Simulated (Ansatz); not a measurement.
A made-up structure of CH$_{5}$BN (charge -1), closed shell:

```xyz
8
angstrom
B -0.0310 0.1516 0.3870
N -0.6286 0.8635 -0.6424
C 0.4631 -1.1875 0.5321
H -0.6981 0.4637 -1.5782
H -1.0191 1.7833 -0.4378
H -0.0372 0.6936 1.4012
H 1.4295 -1.1732 1.0594
H 0.6081 -1.6296 -0.4617
```

It is relaxed with PBE-D4/def2-SVPD and then PBE0-D4/def2-TZVPD (Ansatz 0.2.0). Atoms count as bonded within 1.22 times the sum of their covalent radii (H–H: 0.88 Å). The end point is not checked to be a true minimum.

**Question.** Does its bonding change? (A judgement: the text doesn't fix the answer.)

**Answer.** By the calculation: No: no bond forms or breaks.

Where it ends: The first stage lowers the energy by 0.84 eV in 8 steps. It ends as CH₅BN ([CH2][BH][NH2]), total charge -1:
```
atom    x (Å)    y (Å)    z (Å)
  B1   0.0798   0.2673   0.4356
  N2  -0.5238   1.0032  -0.7106
  C3   0.6716  -1.0657   0.3682
  H4  -0.7824   0.4280  -1.5013
  H5  -1.2852   1.6263  -0.4866
  H6   0.0635   0.9230   1.4746
  H7   1.1601  -1.5396   1.2205
  H8   0.7031  -1.6770  -0.5407
```

Labels in which every atom is bracketed show which atoms are joined, not bond orders.

For scale, one of the runs: PBE0-D4/def2-TZVPD relaxation, 156 basis functions, launched by `ansatz run in.yaml --threads 2 --pin off --events-out ev --progress --plain --max-ram 4352MiB`. The run took about 16 s on 2 CPU threads of an Arm Neoverse V2 (shared host).
